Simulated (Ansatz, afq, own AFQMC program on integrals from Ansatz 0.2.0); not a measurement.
## H2F, doublet: AFQMC among the cluster methods

```
atom   x (Å)   y (Å)    z (Å)
   H  0.0000  0.0000  -1.0773
   H  0.0000  0.0000   0.0187
   F  0.0000  0.0000   1.0587
```

Basis cc-pVTZ. Only valence electrons are correlated. AFQMC by an in-house program on the Cholesky factors that Ansatz 0.2.0 writes for its CCSD(T) run. The CISD trial takes its coefficients from CCSD amplitudes. Released means that phaseless walkers are propagated on without the constraint, phases kept. ± is one standard error of the sampling.

Determinant: UHF, the one that the program's search chose, which needn't be the lowest solution. The geometry is a point of a scan.

No full CI on the walks' own integrals is used here; CCSDT(Q) serves as the reference and is uncertain by about the last step of the cluster series.

Cautions: the released energies move by 1.5 errors or more from one time to the next, so no released level is given (meV from the phaseless value at times in 1/Eh: -5.1 ± 2.1 at 0.24, -5.2 ± 1.8 at 0.51, -9 ± 3 at 0.99, -6 ± 4 at 1.62, -14 ± 5 at 2.40), though the last usable value meets CCSDT(Q) within the noise.

```
T1 diagnostic                               : 0.0123
weight of the determinant in the CISD state : 0.942
⟨S²⟩ of the determinant                     : 0.764
size of the correlated space                : 9 electrons in 57 orbitals
```

```tsv
level	correlation energy (eV)
MP2	-7.6583
CCSD	-7.7584
CCSD(T)	-7.9612
```

Problem. Estimate where phaseless AFQMC with a CISD trial lies against CCSD(T) on the same integrals.

Solution. 0.2 ± 0.2 kJ/mol below CCSD(T). The gap is under twice the noise, so this walk alone can't tell the two apart.

Reference: CCSDT(Q), correlation energy -7.974 eV.

```tsv
level	E − E(reference) (kJ/mol)	share of correlation (%)
CCSD(T)	1.2	99.84
CCSDT	0.9	99.89
ph-AFQMC/CISD	1.0 ± 0.2	99.88
```

A walk keeps the symmetry of its determinant, which the program's search chose and which needn't be the lowest solution, so a lower state of the same spin and another symmetry isn't excluded.
